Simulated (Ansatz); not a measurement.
**CHBSi+ (doublet): wave-function methods side by side, def2-TZVPP**

The task here is to estimate one member of a computed series from the others.

Program: Ansatz 0.2.0, Gaussian basis. Level of theory: def2-TZVPP, core rule «outside noble gas», up to 7 orbitals frozen. These are calculated values, not measurements.

The runs, in order: UHF; ROHF; CCSD(T) on UHF.

2 further runs of the same task are left out: 2 set aside as unsound or not needed.

## The geometry

The geometry is a PBE0/def2-TZVP stationary point (not a proven minimum) of the parent state, kept for this charge and spin.

4 atoms, charge 1, spin multiplicity 2.

Atoms are counted from 1 here; the program's logs count them from 0.

Bond lengths: B1–Si2 1.863 Å, Si2–C3 1.679 Å, C3–H4 1.082 Å. Angles: B1–Si2–C3 143.8°, Si2–C3–H4 141.9°.

Geometry (Å):

```xyz
4
charge 1, multiplicity 2
B     0.0000   -0.3077    1.8266
Si    0.0000    0.2449    0.0477
C     0.0000   -0.3003   -1.5406
H     0.0000    0.0548   -2.5627
```

Set-up of the first run:

in.yaml reads:

```yaml
crystal:
  periodic: [false, false, false]
  atoms:
    - {symbol: B, position_ang: [0.000000, -0.307706, 1.826587]}
    - {symbol: Si, position_ang: [0.000000, 0.244910, 0.047705]}
    - {symbol: C, position_ang: [0.000000, -0.300317, -1.540627]}
    - {symbol: H, position_ang: [0.000000, 0.054790, -2.562688]}
basis:
  gaussian: {orbitals: def2-TZVPP}
total_charge: 1
magnetization: {spin_polarized: true, initial_magnetization: 1}
hamiltonian: {xc: hf}
output: {orbitals: {seedname: orbitals}}
```

The run is started by

```sh
$ ansatz run in.yaml --threads 1 --pin off --events-out ev --progress --plain --max-ram 4096MiB --backend cpu
```

Steps of the session up to this table: UHF; ROHF; CCSD(T) on UHF.

One of the session's tables, all rows but one given; the rest of the session is left out.

It belongs to the step «Misses and costs». 

| method | from UCCSD(T) (meV) |
| --- | --- |
| ROHF | +10311.5 |
| UMP2 | +2497.8 |
| UCCSD | ? |
| UCCSD(T) | 0 |

**Question.** Estimate the row for UCCSD.

**Answer.** from UCCSD(T) (meV): +694.0. In the column «from UCCSD(T) (meV)» it lies between UCCSD(T) (0) and UMP2 (+2497.8).

Left out of the table: UHF (another determinant or state than the rows shown).

The program flags UCCSD(T) as in doubt (see the logs), so the zero of the table is itself unsure.

Limits of these values: The determinant is far from a pure spin state, so its energy mixes those of several spin states (harmless only where they are near-degenerate, as at dissociation). The program flags UCCSD(T) as in doubt, so the zero of the table is itself unsure. Warnings: spin contamination; coupled cluster took another determinant than the lowest.
